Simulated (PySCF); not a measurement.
PySCF input (PBE0/6-311++G(2d,2p)):

```python
import numpy as np, basis_set_exchange as bse
from pyscf import gto, scf, dft, df

basis = {'C': gto.basis.parse(bse.get_basis('6-311++G(2d,2p)', elements=['C'], fmt='nwchem')), 'F': gto.basis.parse(bse.get_basis('6-311++G(2d,2p)', elements=['F'], fmt='nwchem')), 'H': gto.basis.parse(bse.get_basis('6-311++G(2d,2p)', elements=['H'], fmt='nwchem'))}
mol = gto.M(
    atom='''
    C     0.00439699    0.00529408    0.50425813
    F    -0.01696785    1.10243765   -0.30214647
    F     0.01189880   -1.10854091   -0.27918568
    H    -0.90251824   -0.00024261    1.11129806
    H     0.92175780    0.02340746    1.09514257
    ''',
    basis=basis,
    charge=0,
    verbose=4,
    max_memory=8640,
)
mf = dft.RKS(mol, xc='pbe0')
mf.grids.level = 3
mf = mf.density_fit(auxbasis=df.autoaux(mol))
mf.conv_tol = 1e-9
mf.max_cycle = 100
scf.hf.overlap_zero_eigenvalue_threshold = 1e-3
print('smallest overlap eigenvalue', np.linalg.eigvalsh(mol.intor('int1e_ovlp'))[0])
mf.kernel()
dip = mf.dip_moment()
```

Output:

```
PySCF version 2.14.0

[INPUT] verbose = 4
[INPUT] num. atoms = 5
[INPUT] num. electrons = 26
[INPUT] charge = 0
[INPUT] spin (= nelec alpha-beta = 2S) = 0
[INPUT] symmetry False subgroup None
[INPUT] Mole.unit = angstrom
[INPUT] Symbol           X                Y                Z      unit          X                Y                Z       unit  Magmom
[INPUT]  1 C      0.004396990000   0.005294080000   0.504258130000 AA    0.008309106872   0.010004361282   0.952909761785 Bohr   0.0
[INPUT]  2 F     -0.016967850000   1.102437650000  -0.302146470000 AA   -0.032064589423   2.083305227909  -0.570974077804 Bohr   0.0
[INPUT]  3 F      0.011898800000  -1.108540910000  -0.279185680000 AA    0.022485473211  -2.094838717776  -0.527584473100 Bohr   0.0
[INPUT]  4 H     -0.902518240000  -0.000242610000   1.111298060000 AA   -1.705512296024  -0.000458466455   2.100048976160 Bohr   0.0
[INPUT]  5 H      0.921757800000   0.023407460000   1.095142570000 AA    1.741869795182   0.044233688672   2.069519524652 Bohr   0.0

nuclear repulsion = 76.9879429486616
number of shells = 45
number of NR pGTOs = 144
number of NR cGTOs = 101
basis = {'C': [[0, [4563.24, 0.00196665], [682.024, 0.0152306], [154.973, 0.0761269], [44.4553, 0.260801], [13.029, 0.616462], [1.82773, 0.221006]], [0, [20.9642, 0.11466], [4.80331, 0.919999], [1.45933, -0.00303068]], [0, [0.483456, 1.0]], [0, [0.145585, 1.0]], [0, [0.0438, 1.0]], [1, [20.9642, 0.0402487], [4.80331, 0.237594], [1.45933, 0.815854]], [1, [0.483456, 1.0]], [1, [0.145585, 1.0]], [1, [0.0438, 1.0]], [2, [1.252, 1.0]], [2, [0.313, 1.0]]], 'F': [[0, [11427.1, 0.00180093], [1722.35, 0.0137419], [395.746, 0.0681334], [115.139, 0.233325], [33.6026, 0.589086], [4.91901, 0.299505]], [0, [55.4441, 0.114536], [12.6323, 0.920512], [3.71756, -0.00337804]], [0, [1.16545, 1.0]], [0, [0.321892, 1.0]], [0, [0.1076, 1.0]], [1, [55.4441, 0.0354609], [12.6323, 0.237451], [3.71756, 0.820458]], [1, [1.16545, 1.0]], [1, [0.321892, 1.0]], [1, [0.1076, 1.0]], [2, [3.5, 1.0]], [2, [0.875, 1.0]]], 'H': [[0, [33.865, 0.0254938], [5.09479, 0.190373], [1.15879, 0.852161]], [0, [0.32584, 1.0]], [0, [0.102741, 1.0]], [0, [0.036, 1.0]], [1, [1.5, 1.0]], [1, [0.375, 1.0]]]}
ecp = {}
ETB for H: l = 0, exps = 0.072 * 1.8^n , n = 0..12
ETB for H: l = 1, exps = 0.411 * 2^n , n = 0..3
ETB for H: l = 2, exps = 0.75 * 2.2^n , n = 0..2
ETB for F: l = 0, exps = 0.2152 * 1.8^n , n = 0..15
ETB for F: l = 1, exps = 0.2152 * 1.8^n , n = 0..12
ETB for F: l = 2, exps = 0.2152 * 1.8^n , n = 0..11
ETB for F: l = 3, exps = 0.9826 * 2.2^n , n = 0..3
ETB for C: l = 0, exps = 0.0876 * 1.8^n , n = 0..15
ETB for C: l = 1, exps = 0.0876 * 1.8^n , n = 0..13
ETB for C: l = 2, exps = 0.0876 * 1.8^n , n = 0..12
ETB for C: l = 3, exps = 0.3568 * 2.2^n , n = 0..3
smallest overlap eigenvalue 0.0011443122642432033

******** <class 'pyscf.df.df_jk.DFRKS'> ********
method = DFRKS
initial guess = minao
damping factor = 0
level_shift factor = 0
DIIS = <class 'pyscf.scf.diis.CDIIS'>
diis_start_cycle = 1
diis_space = 8
diis_damp = 0
SCF conv_tol = 1e-09
SCF conv_tol_grad = None
SCF max_cycles = 100
direct_scf = False
XC library pyscf.dft.libxc version 7.1.2
    S. Lehtola, C. Steigemann, M. J. T. Oliveira, and M. A. L. Marques,  SoftwareX 7, 1–5 (2018)
XC functionals = pbe0
    C. Adamo and V. Barone,  J. Chem. Phys. 110, 6158 (1999)
    M. Ernzerhof and G. E. Scuseria,  J. Chem. Phys. 110, 5029 (1999)
radial grids:
    Treutler-Ahlrichs [JCP 102, 346 (1995); DOI:10.1063/1.469408] (M4) radial grids

becke partition: Becke, JCP 88, 2547 (1988); DOI:10.1063/1.454033
pruning grids: <function nwchem_prune>
grids dens level: 3
symmetrized grids: False
atomic radii adjust function: <function treutler_atomic_radii_adjust>
small_rho_cutoff = 0
Set gradient conv threshold to 3.16228e-05
Initial guess from minao.
tot grids = 62264
******** <class 'pyscf.df.df.DF'> ********
auxbasis = {'H': [[0, [np.float64(83.2918594626847), 1]], [0, [np.float64(46.27325525704705), 1]], [0, [np.float64(25.707364031692805), 1]], [0, [np.float64(14.281868906496003), 1]], [0, [np.float64(7.934371614720002), 1]], [0, [np.float64(4.4079842304), 1]], [0, [np.float64(2.448880128), 1]], [0, [np.float64(1.36048896), 1]], [0, [np.float64(0.7558271999999999), 1]], [0, [np.float64(0.419904), 1]], [0, [np.float64(0.23328), 1]], [0, [np.float64(0.1296), 1]], [0, [np.float64(0.072), 1]], [1, [np.float64(3.288), 1]], [1, [np.float64(1.644), 1]], [1, [np.float64(0.822), 1]], [1, [np.float64(0.411), 1]], [2, [np.float64(3.630000000000001), 1]], [2, [np.float64(1.6500000000000001), 1]], [2, [np.float64(0.75), 1]]], 'F': [[0, [np.float64(1451.8770606659496), 1]], [0, [np.float64(806.5983670366387), 1]], [0, [np.float64(448.1102039092437), 1]], [0, [np.float64(248.95011328291318), 1]], [0, [np.float64(138.3056184905073), 1]], [0, [np.float64(76.83645471694851), 1]], [0, [np.float64(42.68691928719361), 1]], [0, [np.float64(23.714955159552005), 1]], [0, [np.float64(13.174975088640002), 1]], [0, [np.float64(7.319430604800001), 1]], [0, [np.float64(4.066350336), 1]], [0, [np.float64(2.25908352), 1]], [0, [np.float64(1.2550464000000001), 1]], [0, [np.float64(0.6972480000000001), 1]], [0, [np.float64(0.38736000000000004), 1]], [0, [np.float64(0.2152), 1]], [1, [np.float64(248.95011328291318), 1]], [1, [np.float64(138.3056184905073), 1]], [1, [np.float64(76.83645471694851), 1]], [1, [np.float64(42.68691928719361), 1]], [1, [np.float64(23.714955159552005), 1]], [1, [np.float64(13.174975088640002), 1]], [1, [np.float64(7.319430604800001), 1]], [1, [np.float64(4.066350336), 1]], [1, [np.float64(2.25908352), 1]], [1, [np.float64(1.2550464000000001), 1]], [1, [np.float64(0.6972480000000001), 1]], [1, [np.float64(0.38736000000000004), 1]], [1, [np.float64(0.2152), 1]], [2, [np.float64(138.3056184905073), 1]], [2, [np.float64(76.83645471694851), 1]], [2, [np.float64(42.68691928719361), 1]], [2, [np.float64(23.714955159552005), 1]], [2, [np.float64(13.174975088640002), 1]], [2, [np.float64(7.319430604800001), 1]], [2, [np.float64(4.066350336), 1]], [2, [np.float64(2.25908352), 1]], [2, [np.float64(1.2550464000000001), 1]], [2, [np.float64(0.6972480000000001), 1]], [2, [np.float64(0.38736000000000004), 1]], [2, [np.float64(0.2152), 1]], [3, [np.float64(10.462724800000004), 1]], [3, [np.float64(4.755784000000001), 1]], [3, [np.float64(2.1617200000000003), 1]], [3, [np.float64(0.9826), 1]]], 'C': [[0, [np.float64(591.0057180034255), 1]], [0, [np.float64(328.3365100019031), 1]], [0, [np.float64(182.40917222327948), 1]], [0, [np.float64(101.33842901293305), 1]], [0, [np.float64(56.29912722940724), 1]], [0, [np.float64(31.277292905226247), 1]], [0, [np.float64(17.376273836236802), 1]], [0, [np.float64(9.653485464576002), 1]], [0, [np.float64(5.363047480320001), 1]], [0, [np.float64(2.9794708224), 1]], [0, [np.float64(1.6552615680000002), 1]], [0, [np.float64(0.91958976), 1]], [0, [np.float64(0.5108832000000001), 1]], [0, [np.float64(0.283824), 1]], [0, [np.float64(0.15768), 1]], [0, [np.float64(0.0876), 1]], [1, [np.float64(182.40917222327948), 1]], [1, [np.float64(101.33842901293305), 1]], [1, [np.float64(56.29912722940724), 1]], [1, [np.float64(31.277292905226247), 1]], [1, [np.float64(17.376273836236802), 1]], [1, [np.float64(9.653485464576002), 1]], [1, [np.float64(5.363047480320001), 1]], [1, [np.float64(2.9794708224), 1]], [1, [np.float64(1.6552615680000002), 1]], [1, [np.float64(0.91958976), 1]], [1, [np.float64(0.5108832000000001), 1]], [1, [np.float64(0.283824), 1]], [1, [np.float64(0.15768), 1]], [1, [np.float64(0.0876), 1]], [2, [np.float64(101.33842901293305), 1]], [2, [np.float64(56.29912722940724), 1]], [2, [np.float64(31.277292905226247), 1]], [2, [np.float64(17.376273836236802), 1]], [2, [np.float64(9.653485464576002), 1]], [2, [np.float64(5.363047480320001), 1]], [2, [np.float64(2.9794708224), 1]], [2, [np.float64(1.6552615680000002), 1]], [2, [np.float64(0.91958976), 1]], [2, [np.float64(0.5108832000000001), 1]], [2, [np.float64(0.283824), 1]], [2, [np.float64(0.15768), 1]], [2, [np.float64(0.0876), 1]], [3, [np.float64(3.7992064000000014), 1]], [3, [np.float64(1.7269120000000002), 1]], [3, [np.float64(0.7849600000000001), 1]], [3, [np.float64(0.3568), 1]]]}
init E= -239.02592951577
  HOMO = -0.367459931200038  LUMO = 4.85788365703216e-05  gap/eV = 10.00042
cycle= 1 E= -238.768138804443  delta_E= 0.258  |g|= 0.626  |ddm|= 1.51
  HOMO = -0.328434211216483  LUMO = -0.00664221215841465  gap/eV = 8.75641
cycle= 2 E= -238.694828202793  delta_E= 0.0733  |g|= 0.955  |ddm|= 0.705
  HOMO = -0.371157437441198  LUMO = 0.00331877861892238  gap/eV = 10.19002
cycle= 3 E= -238.829638138616  delta_E= -0.135  |g|= 0.0293  |ddm|= 0.413
  HOMO = -0.367623150869566  LUMO = 0.00420701020781777  gap/eV = 10.11801
cycle= 4 E= -238.829739206297  delta_E= -0.000101  |g|= 0.00977  |ddm|= 0.0187
  HOMO = -0.369265704728605  LUMO = 0.0041027289205573  gap/eV = 10.15987
cycle= 5 E= -238.829753333526  delta_E= -1.41e-05  |g|= 0.00274  |ddm|= 0.00644
  HOMO = -0.368873086294705  LUMO = 0.00417369216289032  gap/eV = 10.15112
cycle= 6 E= -238.829754991288  delta_E= -1.66e-06  |g|= 0.000162  |ddm|= 0.00194
  HOMO = -0.368892413292617  LUMO = 0.00416735429693205  gap/eV = 10.15147
cycle= 7 E= -238.829754997944  delta_E= -6.66e-09  |g|= 2.61e-05  |ddm|= 0.000184
  HOMO = -0.368890510110283  LUMO = 0.00416846688971972  gap/eV = 10.15145
cycle= 8 E= -238.829754998046  delta_E= -1.03e-10  |g|= 3.54e-06  |ddm|= 1.85e-05
  HOMO = -0.368889886990402  LUMO = 0.00416844941724293  gap/eV = 10.15143
Extra cycle  E= -238.829754998048  delta_E= -1.76e-12  |g|= 3.46e-06  |ddm|= 4.06e-06
converged SCF energy = -238.829754998048
Dipole moment(X, Y, Z, Debye):  0.01750,  0.02107,  2.00662
```
